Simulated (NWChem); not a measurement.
# One shape, several levels: [PH4]+ (phosphonium)

Aim: a comparison of 6 runs (HF/STO-3G, PBE/def2-TZVP, SVWN5/6-31G, B3LYP/6-31G*, MP2/aug-cc-pVDZ) of [PH4]+ (phosphonium). 

The results are computed with NWChem 7.3.0.

## Step 1: The structure to begin with

[PH4]+ has 5 atoms, charge +1, and is taken as a singlet. SMILES: `[PH4+]`. The coordinates come from a GFN2-xTB relaxation.

Bond lengths: P1–H2 1.375 Å, P1–H3 1.375 Å, P1–H4 1.375 Å, P1–H5 1.375 Å. Angles: H2–P1–H3 109.5°, H2–P1–H4 109.5°, H2–P1–H5 109.5°, H3–P1–H4 109.5°, H3–P1–H5 109.5°, H4–P1–H5 109.5°.

## Step 2: Energy and forces at HF/STO-3G (run 1)

Contents of h4p.nw:

```
start h4p
memory stack 880 mb heap 220 mb global 1100 mb
charge 1

geometry units atomic noautosym nocenter noautoz
 P  -0.00003779  0.00000000  0.00009449
 H   2.56522763 -0.11589690  0.39769286
 H  -1.16656573 -1.92005623  1.30581965
 H  -0.49484368 -0.25275087 -2.53854469
 H  -0.90376152  2.28872290  0.83493769
end

basis spherical bse
 * library STO-3G
end

scf
 thresh 1e-08
 maxiter 80
 print medium
end

task scf gradient
```

Started as:

```bash
$ nwchem h4p.nw > h4p.out
```

The log of the run:

```text
[...]
  functions       =    13
[...]
  wavefunction    = RHF
[...]
         Total SCF energy =   -339.024888096518
      One-electron energy =   -512.193480238495
      Two-electron energy =    148.664796993724
 Nuclear repulsion energy =     24.503795148254
        Time for solution =      0.1s
[...]
                         RHF ENERGY GRADIENTS
    atom               coordinates                        gradient
                 x          y          z           x          y          z
   1 P      -0.000038   0.000000   0.000094    0.000008   0.000026   0.000096
   2 H       2.565228  -0.115897   0.397693   -0.004917   0.000213  -0.000781
   3 H      -1.166566  -1.920056   1.305820    0.002232   0.003679  -0.002484
   4 H      -0.494844  -0.252751  -2.538545    0.000952   0.000486   0.004775
   5 H      -0.903762   2.288723   0.834938    0.001726  -0.004404  -0.001606
[...]
```

Wall time 0.66 s (1 thread of AMD EPYC 7R13 (Zen 3), shared host); peak memory 0.099 GiB.

## Step 3: Energy and gradient at PBE/def2-TZVP (run 2)

Contents of calc.xyz:

```xyz
5

P     -0.000020     0.000000     0.000050
H      1.357460    -0.061330     0.210450
H     -0.617320    -1.016050     0.691010
H     -0.261860    -0.133750    -1.343340
H     -0.478250     1.211140     0.441830
```

Contents of run.py:

```python
from ase.io import read
from ase.calculators.nwchem import NWChem

system = read('calc.xyz')

calc = NWChem(
    label='calc',
    theory='dft',
    memory='2200 mb',
    basis='def2-TZVP',
    basispar='spherical bse',
    charge=1,
    dft={'xc': 'xpbe96 cpbe96', 'mult': '1', 'grid': 'xfine', 'convergence': 'energy 1e-08', 'iterations': '100', 'mulliken': None, 'print': 'low'},
)
system.calc = calc

forces = system.get_forces()
print("Total energy (eV):", round(system.get_potential_energy(), 6))
print("forces (eV/A):")
for s, f in zip(system.symbols, forces):
    print(f"{s:2s} {f[0]:10.5f} {f[1]:10.5f} {f[2]:10.5f}")
```

Started as:

```bash
$ export ASE_NWCHEM_COMMAND="nwchem PREFIX.nwi > PREFIX.nwo"
$ python run.py
```

The log of the run:

```text
Total energy (eV): -9341.243937
forces (eV/A):
P    -0.00041   -0.00103   -0.00345
H     0.84127   -0.03769    0.13102
H    -0.38237   -0.62956    0.42742
H    -0.16234   -0.08294   -0.82898
H    -0.29614    0.75117    0.27398
```

The calculator wrote calc.nwi:

```
title "calc"

permanent_dir calc

scratch_dir calc

start calc

geometry units angstrom nocenter noautosym noautoz
  P  -2.0000000000000002e-05 0.0000000000000000e+00 5.0000000000000002e-05
  H  1.3574600000000001e+00 -6.1330000000000003e-02 2.1045000000000000e-01
  H  -6.1731999999999998e-01 -1.0160499999999999e+00 6.9101000000000001e-01
  H  -2.6185999999999998e-01 -1.3375000000000001e-01 -1.3433400000000000e+00
  H  -4.7825000000000001e-01 1.2111400000000001e+00 4.4183000000000000e-01
end

charge 1

memory 2200 mb

basis spherical bse noprint
   * library def2-TZVP
end

dft
  xc xpbe96 cpbe96
  mult 1
  grid xfine
  convergence energy 1e-08
  iterations 100
  mulliken
  print low
end

task dft gradient
```

calc.nwo:

```text
Northwest Computational Chemistry Package (NWChem) 7.3.0
             --------------------------------------------------------

           Job information
           ---------------

    nwchem branch   = 7.3.0
    use scalapack   = T
    input           = calc.nwi
    prefix          = calc.
    data base       = calc/calc.db
    status          = startup
    nproc           =        1

           Memory information
           ------------------

    heap     =     72089596 doubles =      550.0 Mbytes
    stack    =     72089601 doubles =      550.0 Mbytes
    global   =    144179200 doubles =     1100.0 Mbytes (distinct from heap & stack)
    total    =    288358397 doubles =     2200.0 Mbytes
    verify   = yes
    hardfail = no

           Directory information
           ---------------------

  0 permanent = calc
  0 scratch   = calc

                                NWChem Input Module
                                -------------------

                                       calc
                                       ----

[... 24 lines left out ...]
            Nuclear Dipole moment (a.u.)
[... 70 lines left out ...]
   convergence    iter        energy       DeltaE   RMS-Dens  Diis-err    time
[... 9 lines left out ...]
         Total DFT energy =     -343.284385775607
      One electron energy =     -517.095499564914
           Coulomb energy =      173.607769050763
    Exchange-Corr. energy =      -24.300452179585
 Nuclear repulsion energy =       24.503796918128
[... 17 lines left out ...]
     -------------------------------------------
      Total Density - Lowdin Population Analysis
     -------------------------------------------

    Atom       Charge   Shell Charges
 -----------   ------   -------------------------------------------------------
    1 P   15    14.28   1.99  0.83  1.11  0.67  0.40  3.91  1.87  0.91  1.58  0.78  0.06  0.15  0.02
    2 H    1     0.93   0.24  0.43  0.20  0.05
    3 H    1     0.93   0.24  0.43  0.20  0.05
    4 H    1     0.93   0.24  0.43  0.20  0.05
    5 H    1     0.93   0.24  0.43  0.20  0.05

                         DFT ENERGY GRADIENTS

    atom               coordinates                        gradient
                 x          y          z           x          y          z
   1 P      -0.000038   0.000000   0.000094    0.000008   0.000020   0.000067
   2 H       2.565227  -0.115897   0.397693   -0.016360   0.000733  -0.002548
   3 H      -1.166566  -1.920056   1.305820    0.007436   0.012243  -0.008312
   4 H      -0.494844  -0.252751  -2.538545    0.003157   0.001613   0.016121
   5 H      -0.903761   2.288723   0.834938    0.005759  -0.014608  -0.005328

 Task  times  cpu:        8.8s     wall:        8.8s
 Total times  cpu:        8.8s     wall:        8.8s
```

It took 9.9 s on 1 thread of AMD EPYC 7R13 (Zen 3), shared host; peak memory 0.14 GiB.

Runs 3 to 5 aren't shown in full; the table further down has their settings and results.

## Step 4: Energy and forces at MP2/aug-cc-pVDZ (run 6)

calc.xyz is that of step 3.

Contents of run.py:

```python
from ase.io import read
from ase.calculators.nwchem import NWChem

system = read('calc.xyz')

calc = NWChem(
    label='calc',
    theory='mp2',
    memory='2200 mb',
    basis='aug-cc-pVDZ',
    basispar='spherical bse',
    charge=1,
    scf={'nopen': '0', 'rhf': None, 'thresh': '1e-08', 'maxiter': '80'},
    mp2={'freeze': 'core 5', 'tight': None},
)
system.calc = calc

forces = system.get_forces()
e = system.get_potential_energy()
print(f"E = {e:.6f} eV")
print("forces (eV/A):")
for s, f in zip(system.symbols, forces):
    print(f"{s:2s} {f[0]:10.5f} {f[1]:10.5f} {f[2]:10.5f}")
```

Started as:

```bash
$ export ASE_NWCHEM_COMMAND="nwchem PREFIX.nwi > PREFIX.nwo"
$ python run.py
```

The log of the run:

```text
E = -9331.272763 eV
forces (eV/A):
P    -0.00041   -0.00108   -0.00375
H     0.78676   -0.03517    0.12269
H    -0.35759   -0.58878    0.39960
H    -0.15190   -0.07760   -0.77478
H    -0.27691    0.70263    0.25624
```

The calculator wrote calc.nwi:

```
title "calc"

permanent_dir calc

scratch_dir calc

start calc

geometry units angstrom nocenter noautosym noautoz
  P  -2.0000000000000002e-05 0.0000000000000000e+00 5.0000000000000002e-05
  H  1.3574600000000001e+00 -6.1330000000000003e-02 2.1045000000000000e-01
  H  -6.1731999999999998e-01 -1.0160499999999999e+00 6.9101000000000001e-01
  H  -2.6185999999999998e-01 -1.3375000000000001e-01 -1.3433400000000000e+00
  H  -4.7825000000000001e-01 1.2111400000000001e+00 4.4183000000000000e-01
end

charge 1

memory 2200 mb

basis spherical bse noprint
   * library aug-cc-pVDZ
end

scf
  nopen 0
  rhf
  thresh 1e-08
  maxiter 80
end
mp2
  freeze core 5
  tight
end

task mp2 gradient
```

calc.nwo:

```text
Northwest Computational Chemistry Package (NWChem) 7.3.0
             --------------------------------------------------------

           Job information
           ---------------

    nwchem branch   = 7.3.0
    use scalapack   = T
    input           = calc.nwi
    prefix          = calc.
    data base       = calc/calc.db
    status          = startup
    nproc           =        1

           Memory information
           ------------------

    heap     =     72089596 doubles =      550.0 Mbytes
    stack    =     72089601 doubles =      550.0 Mbytes
    global   =    144179200 doubles =     1100.0 Mbytes (distinct from heap & stack)
    total    =    288358397 doubles =     2200.0 Mbytes
    verify   = yes
    hardfail = no

           Directory information
           ---------------------

  0 permanent = calc
  0 scratch   = calc

                                NWChem Input Module
                                -------------------

                                       calc
                                       ----

[... 24 lines left out ...]
            Nuclear Dipole moment (a.u.)
[... 80 lines left out ...]
 1-e energy   =    -493.902609
[... 7 lines left out ...]
         Quadratically convergent ROHF
[... 3 lines left out ...]
 Final Fock-matrix accuracy:          1.000E-10
[... 13 lines left out ...]
         Total SCF energy =   -342.786400560020
[... 1 line left out ...]
      Two-electron energy =    149.360568234662
[... 4 lines left out ...]
             Final eigenvalues
[... 420 lines left out ...]
 CPHF converged to   7.8D-07 in    6 iters
[... 11 lines left out ...]
 MP2 RHF      natural orbital occupation numbers
[... 48 lines left out ...]
   47    0.0000
   48    0.0000
   49    0.0000
   50    0.0000
   51    0.0000
   52    0.0000
   53    0.0000
   54    0.0000
   55    0.0000
   56    0.0000
   57    0.0000
   58    0.0000
   59    0.0000
   60    0.0000
   61   -0.0000
   62   -0.0000
   63   -0.0000

  MP2 natural orbitals output to calc/calc.mp2nos

                         mp2 ENERGY GRADIENTS

    atom               coordinates                        gradient
                 x          y          z           x          y          z
   1 P      -0.000038   0.000000   0.000094    0.000008   0.000021   0.000073
   2 H       2.565227  -0.115897   0.397693   -0.015300   0.000684  -0.002386
   3 H      -1.166566  -1.920056   1.305820    0.006954   0.011450  -0.007771
   4 H      -0.494844  -0.252751  -2.538545    0.002954   0.001509   0.015067
   5 H      -0.903761   2.288723   0.834938    0.005385  -0.013664  -0.004983

                 ----------------------------------------
                 |  Time  |  1-e(secs)   |  2-e(secs)   |
                 ----------------------------------------
                 |  CPU   |       0.00   |       1.62   |
                 ----------------------------------------
                 |  WALL  |       0.00   |       1.62   |
                 ----------------------------------------
 -----------------------
 Task  times  cpu:       18.0s     wall:       18.0s
 Total times  cpu:       18.0s     wall:       18.0s
```

It took 19 s on 1 thread of AMD EPYC 7R13 (Zen 3), shared host; peak memory 0.12 GiB.

## Step 5: The series

```
run                               level  iteration cap  module  energy (Eh)  HOMO energy (eV)  LUMO energy (eV)  HOMO–LUMO gap (eV)  wall time
  1                           HF/STO-3G             80     scf  -339.024888            -22.52              4.84               27.36     0.66 s
  2                       PBE/def2-TZVP            100     dft  -343.284386                 –                 –                   –      9.9 s
  3                         SVWN5/6-31G            100     dft  -342.070739            -18.01             -6.09               11.91      2.7 s
  4  B3LYP/6-31G* (spherical functions)            100     dft  -343.443146            -19.19             -5.93               13.26      4.2 s
  5  B3LYP/6-31G* (Cartesian functions)            100     dft  -343.445616                 –                 –                   –      4.2 s
  6                     MP2/aug-cc-pVDZ             80     mp2  -342.917952            -22.91             -3.37               19.54       19 s
```

## Step 6: Outcome

| quantity | value |
| --- | --- |
| run 6: total energy | -342.91795 Eh |
| run 6: HOMO energy (Hartree–Fock orbitals) | -22.91 eV |
| run 6: LUMO energy (Hartree–Fock orbitals) | -3.37 eV |
| run 6: HOMO–LUMO gap (Hartree–Fock orbitals) | 19.54 eV |
| run 6: correlation energy (5 core orbitals frozen) | -131.6 mEh |
| run 6: largest force on an atom | 0.798 eV/Å |

**Reading.** Over runs 1, 3, 4 the HOMO–LUMO gap runs from 11.91 eV (SVWN5/6-31G) to 27.36 eV (HF/STO-3G). The two ends differ in method and basis. Totals of different functionals can't be ranked against each other. In run 1 the basis is minimal, so the values are rough. All runs together took 41 s, the longest 19 s.
